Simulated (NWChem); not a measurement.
CH₆Si; SMILES C[SiH3]

Results from NWChem. Pople sets run with spherical d functions. Each level has its own optimisation; frequencies are unscaled.

```tsv
level	r C–Si (Å)	r H–Si (Å)	r C–H (Å)	highest harmonic frequency (cm⁻¹)	lowest (cm⁻¹)	zero-point energy (kcal/mol)	dipole (D)
Hartree-Fock/STO-3G	1.861	1.423	1.082	3752	189	47.9	0.07
Hartree-Fock/3-21G	1.916	1.490	1.085	3265	173	40.5	0.64
Hartree-Fock/6-31G*	1.888	1.478	1.086	3265	193	40.9	0.68
B3LYP/6-31G*	1.889	1.490	1.096	___	193	38.5	0.82
LDA (Slater exchange, VWN5)/def2-SVP	1.870	1.507	1.110	3090	209	36.9	0.89
PBE/def2-SVP	1.891	1.506	1.109	3083	202	37.1	0.83
BLYP/def2-SVP	1.900	1.503	1.109	3044	201	37.1	0.78
PBE0/def2-SVP	1.881	1.496	1.101	3171	208	38.2	0.80
```

Task: Complete the blanks.

Result: 
- B3LYP/6-31G*, highest harmonic frequency (cm⁻¹): 3129
